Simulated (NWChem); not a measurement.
## Correlation energy of CH$_{2}$

```
C
H 1 1.0897
H 1 1.0897 2 134.26
```
Charge 0, spin multiplicity 3.

All runs are NWChem calculations. The geometry was optimised at UPBE0/def2-SVP, a minimum by its harmonic frequencies.

Basis set: 6-311G**. Each correlation energy counts from its own Hartree-Fock reference.

The correlated methods keep 1 core orbital frozen. The Pople sets run with spherical d functions. This spin state was chosen for the runs; another may lie lower. The structure started from a generated list of species. The unpaired electrons of the parent sit in orbitals of symmetry a1 and b2 (C2v labels of the run); other states weren't searched. The stability of the SCF solutions was not checked. Open-shell Hartree-Fock references start from PBE0 orbitals. Coupled-cluster values serve here as a point of comparison, not as the truth.

Question: One of these methods gave a correlation energy of -99.4 mHa. Which?
A) UMP2
B) CCSD on UHF
C) CCSD[T] on UHF
D) CCSD on ROHF

Answer: A, UMP2. The others give -118.9 (CCSD on UHF), -121.1 (CCSD[T] on UHF), -124.3 (CCSD on ROHF).
